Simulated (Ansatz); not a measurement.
Relaxing RbY₂

These are results of DFT PBE, scalar-relativistic, plane waves, PAW in Ansatz, not measurements. Cutoff 420 eV, Γ-centred k mesh, Gaussian smearing, no spin polarisation in the final step.

RbY₂ was placed on the fluorite structure type (Fm-3m, No. 225), with Rb in place of Ca, Y in place of F, at a guessed volume.

```
Rb Y
1.0
     0.00000    3.58925    3.58925
     3.58925    0.00000    3.58925
     3.58925    3.58925    0.00000
Rb Y
1 2
Cartesian
  0.0000 0.0000 0.0000
  1.7946 1.7946 1.7946
  5.3839 5.3839 5.3839
```

Cell and atoms relax at zero pressure; the relaxation can't lower the symmetry of the start. After a coarse first stage the cell is made exact in the group found at 0.06 Å.

The zero of energy is the elements' standard structures at the same level; no fitted shifts are applied.

Describe the relaxed structure.

It keeps Fm-3m (No. 225). The result has the fluorite structure. Conventional cell: a = 8.109 Å. Rb has 8 Y at 3.51 Å; Y has 4 Rb at 3.51 Å and 6 Y at 4.05 Å.

```cif
data_structure
_symmetry_space_group_name_H-M 'Fm-3m'
_symmetry_Int_Tables_number 225
_cell_length_a 8.1093
_cell_length_b 8.1093
_cell_length_c 8.1093
_cell_angle_alpha 90.000
_cell_angle_beta 90.000
_cell_angle_gamma 90.000
_cell_volume 533.28
loop_
_atom_site_label
_atom_site_type_symbol
_atom_site_symmetry_multiplicity
_atom_site_Wyckoff_symbol
_atom_site_fract_x
_atom_site_fract_y
_atom_site_fract_z
_atom_site_occupancy
Rb1 Rb 4 a 0.00000 0.00000 0.00000 1
Y1 Y 8 c 0.25000 0.75000 0.75000 1
```

What are its volume, energy, density and gap?

The volume per atom is 44.44 Å³. The density is 3.28 g/cm³ and the energy over the elements is 1.37 eV/atom. The gap on the 10×10×10 mesh is 0 eV (a metal).

The final run used a 10×10×10 mesh on its 3-atom cell and 0.10 eV smearing. The k mesh leaves about 4 meV/atom of noise in metals. Symmetry constrained the relaxation, so the result can be a saddle point.

Cost: 3 runs of about 0.65 core-minutes in all, on Arm Neoverse V1 (shared hosts).